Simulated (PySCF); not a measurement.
AlCl was optimised in PySCF in the def2-SVP basis family (density fitting, no spin–orbit coupling) with several functionals.

One of them gave a singlet of C∞v symmetry with a mean bond of 2.147 Å to Al, wavenumbers 492 cm⁻¹ and a HOMO–LUMO gap of 5.36 eV.

**Question.** Which level of theory was it?
A. B3LYP
B. PBE
C. PBE0

**Answer.** C. That is PBE0, with Al–Cl 2.147 Å. The others give PBE 2.162 Å and 477 cm⁻¹ for the highest mode; B3LYP 2.156 Å and 483 cm⁻¹ for the highest mode.

The structures come from searches over a few start shapes, so lower isomers are not excluded.
